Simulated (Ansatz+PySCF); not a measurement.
Values are calculated unless marked as measured or tabulated.
Input for PySCF 2.14.0:

```python
from pyscf import gto, scf

mol = gto.M(atom="""
N 0.000000 0.000000 -1.218550
O 0.000000 0.000000 1.066230
""", basis='sto-3g', charge=0, spin=1)
mf = scf.ROHF(mol)
mf.init_guess = 'atom'
mf.kernel()
while True:  # follow internal instabilities
    mo, _, stable, _ = mf.stability(return_status=True)
    if stable: break
    mf.kernel(mf.make_rdm1(mo, mf.mo_occ))
print(mf.converged, mf.e_tot, mf.spin_square()[0])
```

The script is written out from the run's settings.

Results

```yaml
Converged: yes
Total_energy: -127.22990 hartree
Spin_squared_of_the_determinant: 0.750
```

Caution: an unrestricted determinant lies well below.
